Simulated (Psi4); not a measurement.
This Psi4 input (MP2/6-31G**) gives -1.15755 Eh with 10 basis functions.

```
memory 2025 MB

molecule {
0 1
H    -0.00000000   -0.00000000   -0.37201156
H     0.00000000    0.00000000    0.37201156
}

set {
  basis 6-31g**
  scf_type df
  freeze_core true
}

energy('mp2')
print_variables()
```

Change:
```diff
- basis 6-31g**
+ basis pcseg-2
```

**Question.** What does the run give now?

**Answer.** -1.16477 Eh (MP2/pcseg-2, 28 functions), a change of -7.22 mEh.
